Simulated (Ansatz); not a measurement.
# NOS: the cost of one run

Program: Ansatz 0.2.0, Gaussian basis. Level of theory: def2-QZVPP, core rule «outside noble gas», up to 7 orbitals frozen. These are calculated values, not measurements.

Plan: UHF; ROHF; CCSD(T) on UHF.

## 1. The geometry

The geometry is a PBE0/def2-TZVP stationary point (not a proven minimum).

3 atoms, charge 0, spin multiplicity 4.

Atoms are counted from 1 here; the program's logs count them from 0.

Bond lengths: N1–O2 1.333 Å, O2–S3 1.672 Å. Angles: N1–O2–S3 110.0°.

Geometry (Å):

```xyz
3

N     0.00000   -0.40222    1.50303
O     0.00000    0.56327    0.58443
S     0.00000   -0.10536   -0.94817
```

## 2. UHF

in.yaml

```yaml
crystal:
  periodic: [false, false, false]
  atoms:
    - {symbol: N, position_ang: [0.000000, -0.402222, 1.503030]}
    - {symbol: O, position_ang: [0.000000, 0.563274, 0.584427]}
    - {symbol: S, position_ang: [0.000000, -0.105356, -0.948167]}
basis:
  gaussian: {orbitals: "def2-QZVPP.json"}
magnetization: {spin_polarized: true, initial_magnetization: 3}
hamiltonian: {xc: hf}
output: {orbitals: {seedname: orbitals}}
```

Command:

```sh
$ ansatz run in.yaml --threads 1 --pin off --events-out ev --progress --plain --max-ram 2393MiB
```

**Question.** How long does this run take on 1 thread of Arm Neoverse V2, shared host, and how much memory does it need?

About 11 s, with a peak of 0.41 GiB.
